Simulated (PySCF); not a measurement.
Computed NMR parameters against published values

Bonds (- single, = double, # triple, : aromatic): C1-O2 1.409 Å. C1 carries H3, H4, H5; O2 carries H6.

PySCF calculation with spin–spin couplings from B3LYP/pcJ-2, σ from GIAO-B97-2/pcSseg-2 and geometry: PBE0-D3(BJ)/def2-TZVP; one computed conformer, non-relativistic Hamiltonian, equivalent nuclei averaged, no solvent model.

Reference values: measured (neat liquid; Olsson, Cremer, J. Phys. Chem. 1996, 100, 16881).
```json
{"atoms": "O2", "quantity": "δ ¹⁷O vs H2O (gas)", "reference": "-0.9", "computed": "1.4"}
```

Reference values: measured (liquid, neat; K. Matsuzaki, S. Hayashi, W. Nakanishi, RSC Adv. 2024, ESI (observed values from its refs S1-S5)).
```json
{"atoms": "O2", "quantity": "δ ¹⁷O vs H2O", "reference": "-37.0", "computed": "–", "computed, scaled": "-33.4"}
```

Reference values: measured (solution, TFE-d3, 298 K; Fulmer et al., Organometallics 2010, 29, 2176).
```csv
atoms,quantity,reference,computed,"computed, scaled"
C1,δ ¹³C,50.7,55.1,51.1
H3/H4/H5,δ ¹H,3.44,3.56,3.48
```

Reference values: measured (solution, DMSO-d6, 298 K; Fulmer et al., Organometallics 2010, 29, 2176).
| atoms | quantity | reference | computed | computed, scaled |
| --- | --- | --- | --- | --- |
| C1 | δ ¹³C | 48.6 | 55.1 | 51.1 |
| H3/H4/H5 | δ ¹H | 3.16 | 3.56 | 3.48 |

Reference values: measured (solution, not stated per compound (mostly CDCl3 or CCl4); Pretsch, Buehlmann, Badertscher, Structure Determination of Organic Compounds, 4th ed. (2009)).
```json
{"atoms": "C1", "quantity": "δ ¹³C", "reference": "50.2", "computed": "55.1", "computed, scaled": "51.1"}
{"atoms": "H3/H4/H5", "quantity": "δ ¹H", "reference": "3.48", "computed": "3.56", "computed, scaled": "3.48"}
```

Reference values: measured (solution, CDCl3, 298 K; Fulmer et al., Organometallics 2010, 29, 2176).
```csv
atoms,quantity,reference,computed,"computed, scaled"
C1,δ ¹³C,50.4,55.1,51.1
H3/H4/H5,δ ¹H,3.49,3.56,3.48
```

Computed shifts are σ(ref) − σ with the named reference compound (TMS for H and C) calculated as an isolated molecule at the same level. The measured values may be among those fitted. Empirical linear scaling, fitted to shifts measured mostly in CDCl3 for H and C (δ vs TMS): ¹⁷O (scatter 12.8 ppm rms vs liquid water, solution or neat liquid); ¹H (scatter 0.14 ppm rms, 0.16 ppm with the 4 outliers that the fit left out); ¹³C (scatter 2.0 ppm rms, 2.1 ppm with the 1 outlier that the fit left out). A few per cent of atoms miss by over 2 rms, more outside the fitted compound classes. H not on carbon is unscaled (vs computed TMS).

Coupling constants in Hz:
| coupling | reference | computed | source |
| --- | --- | --- | --- |
| ¹J(O2,H6) | -85.0 | -75.0 | measured; Int. J. Mol. Sci. 2003, 4, 143 (spin-spin coupling constants in ethane, methanol and methylamine) |
| ²J(H3,H4) | -10.8 | -11.1 | measured; Int. J. Mol. Sci. 2003, 4, 143 (spin-spin coupling constants in ethane, methanol and methylamine) |
| ²J(O2,H3) | -7.5 | -6.5 | measured; Int. J. Mol. Sci. 2003, 4, 143 (spin-spin coupling constants in ethane, methanol and methylamine) |
| ³J(H3,H6) | 5.0 | 6.9 | measured; Int. J. Mol. Sci. 2003, 4, 143 (spin-spin coupling constants in ethane, methanol and methylamine) |
| ¹J(C1,H3) | 141.0 | 144.2 | measured; liquid or solution (compiled); San Fabian, Garcia de la Vega, Suardiaz et al., Magn. Reson. Chem. 2013, 51, 775 (SI) |

Task: How far are the unscaled ¹³C shifts from the references?

Result: Mean signed difference +5.12 ppm, mean absolute 5.12 ppm over 4 comparisons; the largest is +6.5 ppm at C1 (methyl carbon bonded to O).

Task: How far are the unscaled ¹H shifts from the references?

Result: Mean signed difference +0.17 ppm, mean absolute 0.17 ppm over 4 comparisons; the largest is +0.40 ppm at H3/H4/H5 (hydrogen on a methyl carbon bonded to O).

15 of the 53 published NMR values on file for this molecule are compared. The rest: values from further sources, exchangeable protons in solution, protons in aromatic solvents, other calculations.
